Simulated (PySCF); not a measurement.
An unknown is described by computed data only.

Elements present: C, H and O. Monoisotopic mass: 88.0888 u.

* Dipole: 1.15 D [PBE0/pcSseg-1]
* 1H NMR: chemical shifts (computed TMS as zero) by class: 3.54 (3 H), 3.08 (2 H), 1.73 (1 H), 0.93 (6 H) ppm [GIAO PBE0/pcSseg-1]
* NMR, other nuclei: isotropic shieldings of nuclei other than C and H, by class: 308 (1 O) ppm [GIAO PBE0/pcSseg-1]
* 13C NMR: chemical shifts (computed TMS as zero) by class: 84.6 (1 C), 61.5 (1 C), 33.5 (1 C), 21.3 (2 C) ppm [GIAO PBE0/pcSseg-1]
* Rotational structure: rotational constants A, B, C: 7.105, 1.891, 1.615 GHz [GFN2-xTB]

Electronic properties: PySCF, gas phase, density fitting. Levels stand in brackets. The structure is a single GFN2-xTB conformer in the gas phase; no vibrational or solvent corrections. Each NMR value is the plain mean over a class of atoms that symmetry, rotation or inversion makes alike.

**Question.** Which formula fits the mass and the elements?

**Answer.** C5H12O (calculated 88.0888). No other formula that holds each of these elements comes within 0.0003 u with a fitting electron parity and a possible valence count.

**Question.** Give a SMILES that accounts for the data.

**Answer.** Numbering: `[CH3:1][O:2][CH2:3][CH:4]([CH3:5])[CH3:6]`. Its formula, C5H12O, gives 0 degrees of unsaturation, so no ring and no π bond. 5 carbons fall into 4 classes; from least to most shielded: sp3 carbon bound to oxygen [C3] (84.6 ppm), methoxy carbon [C1] (61.5 ppm), sp3 CH carbon [C4] (33.5 ppm), methyl carbon [C5/C6] (21.3 ppm, 2 C). Hydrogen classes from least to most shielded: 3 H on a methoxy carbon, C1 (3.54 ppm, a mean of values up to 0.7 ppm apart in this geometry), 2 H on an sp3 carbon bound to oxygen, C3 (3.08 ppm, a mean of values up to 0.6 ppm apart in this geometry), 1 H on an sp3 CH carbon, C4 (1.73 ppm), 6 H on 2 methyl carbons, C5/C6 (0.93 ppm, a mean of values up to 1.5 ppm apart in this geometry). The other shieldings belong to: 308 ppm, ether oxygen [O2]. The optimised geometry has point group C1 and is an asymmetric top. Structure: i-BuOMe, `COCC(C)C`. Computed isomers that give other values at the same levels: `CC(C)[C@H](C)O` (13C chemical shifts (computed TMS as zero) by class: 77.3 (1 C), 43.8 (1 C), 25.4 (1 C), 21.9 (1 C), 21.1 (1 C) ppm); `CC(C)(C)CO` (rotational constant A: 4.414 GHz; this holds for the one conformer computed); `COC(C)(C)C` (13C chemical shifts (computed TMS as zero) by class: 74.7 (1 C), 51.6 (1 C), 28.8 (3 C) ppm). The assignments are read from this structure; whether some other isomer fits the data as well wasn't checked.

Shape of the structure used: `[CH3:1][O:2][CH2:3][CH:4]([CH3:5])[CH3:6]`: C1–O2–C3–C4 -179°, O2–C3–C4–C5 64°.
